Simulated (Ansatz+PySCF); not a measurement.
# doublet CHN(+): levels of theory in one basis

```yaml
atoms:
  - { symbol: C, position_ang: [0.0000, 0.0000, -0.0547] }
  - { symbol: N, position_ang: [0.0000, 0.0000, 1.1528] }
  - { symbol: H, position_ang: [0.0000, 0.0000, -1.0981] }
```

Basis set: cc-pVTZ (spherical functions). Left uncorrelated: 2 orbitals. Correlation on ROHF uses semicanonical orbitals with singles. Charge 1, multiplicity 2.

Computed with Ansatz (development build ahead of 0.2.0) and PySCF 2.14.0; each method stands on the lowest determinant of its kind that the runs found.

```csv
method,E − E(ROHF) (eV),<S²> of the determinant
ROHF,0.00,0.75
UHF,-0.09,0.80
ROHF-MP2,-7.64,–
UHF-MP2,-7.52,0.80
ROHF-CCSD(T),-8.54,–
UHF-CCSD(T),-8.54,0.80
```

**Question.** What does UHF-CCSD give on the same scale?

**Answer.** -8.17 eV.

Caution for ROHF-MP2, UHF-MP2: forces differ strongly between restricted and unrestricted references; MP2 on this radical cation hangs on the determinant chosen.
